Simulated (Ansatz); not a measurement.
Worked example: correlation energy of HAlB, quartet

Geometry: a point of a stretch scan, not a stationary point.

```xyz
3

B     0.0000    0.0000    2.3243
Al    0.0000    0.0000   -0.3737
H     0.0000    0.0000   -1.9507
```

Basis 6-31G; Ansatz 0.2.0. Only valence electrons are correlated (noble-gas cores frozen), which leaves 7 electrons in 18 orbitals. Prefix R: restricted or restricted open-shell reference; prefix U: unrestricted.

Full CI is exact within this basis and frozen core; it isn't the basis-set limit. The frozen core follows each run's orbitals, which can shift R against U totals by a few meV.

Runs differ by some tens of microhartree through their thresholds and, for an open shell, their frozen cores, so steps under 0.1 kcal/mol mean nothing.

| level | total energy (hartree) |
| --- | --- |
| UHF | -266.923829 |
| UMP2 | -266.969709 |
| UCCSD | -267.011945 |
| UCCSD(T) | -267.016354 |
| UCCSDT | -267.018412 |
| UCCSDT(Q) | -267.019078 |
| UCCSDTQ | -267.019342 |
| full CI | -267.019398 |

Question: What is the correlation energy at full CI, and what share of it do UMP2 and UCCSDT(Q) recover?

Answer: E(corr) = -267.019398 − (-266.923829) = -0.095569 hartree = -2.601 eV. UMP2: -0.045880 / -0.095569 = 48.01 %. UCCSDT(Q): -0.095249 / -0.095569 = 99.67 %.

Question: By how many kcal/mol does UCCSD(T) miss full CI (1 hartree = 627.509 kcal/mol), and which steps make up the rest?

Answer: -267.016354 − (-267.019398) = 0.003044 hartree = 1.91 kcal/mol. Steps: UCCSDT − UCCSD(T) = -1.29, UCCSDT(Q) − UCCSDT = -0.42, UCCSDTQ − UCCSDT(Q) = -0.17, full CI − UCCSDTQ = -0.04 kcal/mol. With more than one leading determinant such errors change with state and geometry, and needn't cancel in differences.
